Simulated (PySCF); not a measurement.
## HCN: one-bond stretch

Level of theory: PySCF, PBE0, basis C def2-TZVP, N def2-TZVP, H def2-TZVP (no relativity, density fitting).

Rigid scan from the singlet minimum (C–H 1.069 Å, C–N 1.146 Å; H–C–N 180.0°). Coordinate: the bond from C to the last atom (H) scaled, the rest fixed. Energies in kJ/mol from the minimum.

```csv
scale of one bond,E (kJ/mol),dipole size (D)
0.92,16.3,2.93
0.96,3.7,2.98
1.00,0.0,3.03
1.05,4.9,3.10
1.12,24.7,3.19
1.20,59.4,3.29
1.35,141.6,3.48
1.55,258.7,–
1.80,390.4,–
2.20,547.8,–
```

At long bonds a restricted determinant can lie too high, and another spin state can fall below this curve.
